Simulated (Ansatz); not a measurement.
# FH6NSi: the cost of one run

Computed with Ansatz 0.2.0, Gaussian basis. Level: PBE0-D4/def2-SVP.

22 further runs of the same task are left out: 22 set aside as unsound or not needed.

## (1) The system as given

The first end: 9 atoms, charge 0, spin multiplicity 1.

Atoms are counted from 1 here; the program's logs count them from 0.

Bond lengths: Si1–F2 1.606 Å, Si1–H3 1.479 Å, Si1–H4 1.479 Å, Si1–N5 1.695 Å, N5–H8 1.006 Å, N5–H9 1.006 Å, H6–H7 0.747 Å. Angles: F2–Si1–H3 105.8°, F2–Si1–H4 105.7°, F2–Si1–N5 114.5°, H3–Si1–H4 114.1°, H3–Si1–N5 108.4°, H4–Si1–N5 108.6°, Si1–N5–H8 121.8°, Si1–N5–H9 121.9°, H8–N5–H9 111.8°.

Coordinates:

```xyz
9

Si    0.1675   -0.7735    0.7727
F     1.0041   -1.2065   -0.5284
H    -0.2625   -2.0352    1.4142
H     1.0946    0.0352    1.5935
N    -1.2119    0.1550    0.4435
H     1.2139    1.1122   -1.9292
H     1.2089    1.8452   -2.0728
H    -2.0641   -0.2617    0.1074
H    -1.1504    1.1294    0.1991
```

The second end:

```
Si    0.59358    0.14733    0.70801
F    -0.11509   -0.81763   -2.38010
H     1.16526   -1.16562    1.09051
H     0.98495    1.21385    1.66053
N    -1.11336    0.06283    0.65535
H     0.44610   -0.26009   -1.89111
H     1.25035    0.50614   -0.60561
H    -1.55770   -0.59609    0.03452
H    -1.65408    0.90929    0.72790
```

## (2) The band at PBE0-D4/def2-SVP

Contents of neb/in.yaml:

```yaml
crystal:
  periodic: [false, false, false]
  atoms:
    - {symbol: Si, position_ang: [0.167497, -0.773530, 0.772689]}
    - {symbol: F, position_ang: [1.004105, -1.206500, -0.528435]}
    - {symbol: H, position_ang: [-0.262525, -2.035218, 1.414194]}
    - {symbol: H, position_ang: [1.094619, 0.035212, 1.593545]}
    - {symbol: N, position_ang: [-1.211936, 0.154964, 0.443460]}
    - {symbol: H, position_ang: [1.213867, 1.112180, -1.929162]}
    - {symbol: H, position_ang: [1.208867, 1.845177, -2.072780]}
    - {symbol: H, position_ang: [-2.064100, -0.261658, 0.107355]}
    - {symbol: H, position_ang: [-1.150394, 1.129371, 0.199136]}
basis:
  gaussian: {orbitals: def2-SVP}
hamiltonian: {xc: pbe0, dispersion: d4}
neb:
  images: 5
  climbing: true
  max_iterations: 40
  initial_path: idpp
  final_atoms:
    - {symbol: Si, position_ang: [0.593576, 0.147326, 0.708012]}
    - {symbol: F, position_ang: [-0.115089, -0.817629, -2.380101]}
    - {symbol: H, position_ang: [1.165264, -1.165625, 1.090512]}
    - {symbol: H, position_ang: [0.984949, 1.213848, 1.660525]}
    - {symbol: N, position_ang: [-1.113364, 0.062827, 0.655351]}
    - {symbol: H, position_ang: [0.446098, -0.260089, -1.891111]}
    - {symbol: H, position_ang: [1.250354, 0.506143, -0.605609]}
    - {symbol: H, position_ang: [-1.557705, -0.596091, 0.034524]}
    - {symbol: H, position_ang: [-1.654084, 0.909292, 0.727899]}
```

Command:

```bash
$ ansatz run in.yaml --threads 2 --pin off --events-out ev --progress --plain --max-ram 4352MiB
```

**Question.** How long does this run take on 2 threads of Arm Neoverse V2, shared host?

About 2.7 min.
